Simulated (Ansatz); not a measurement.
**CCSD(T) forces**

C$_{2}$FO (SMILES [O-]C#CF) (charge -1), singlet, displaced at random from a GFN2-xTB minimum.

O1  (1.169, -0.712, 1.421)
C2  (0.291, -0.297, 0.582)
C3  (-0.127, 0.500, -0.464)
F4  (-1.270, 0.603, -1.274)
(Å)

Program: Ansatz 0.2.0. Basis: def2-TZVPPD. Cores are frozen in the correlated methods.

CCSD(T) forces from the calculation:
| atom | Fx | Fy | Fz (eV/Å) |
| --- | --- | --- | --- |
| O1 | -2.380 | 0.937 | -1.936 |
| C2 | 0.676 | 1.218 | -1.343 |
| C3 | 1.298 | -1.573 | 2.370 |
| F4 | 0.407 | -0.582 | 0.909 |

Root-mean-square difference of the force components from those of CCSD(T): PBE0-D4 0.461; wB97M-V 0.456; r2SCAN-D4 0.222; PBE-D4 0.105; LC-wPBE 0.699; BHLYP-D4 0.793 eV/Å.

The T1 diagnostic stays at or below 0.025. The restricted Hartree–Fock reference is unstable towards an unrestricted one here. These are differences at one structure, and CCSD(T) in triple zeta is itself an approximation.

For scale, one of the runs: CCSD(T)/def2-TZVPPD forces, 154 basis functions (an equivalent command: `ansatz run in.yaml --threads 4`). Hardware: 4 CPU threads, shared host. Wall time 93 s; peak host memory 2.2 GiB.
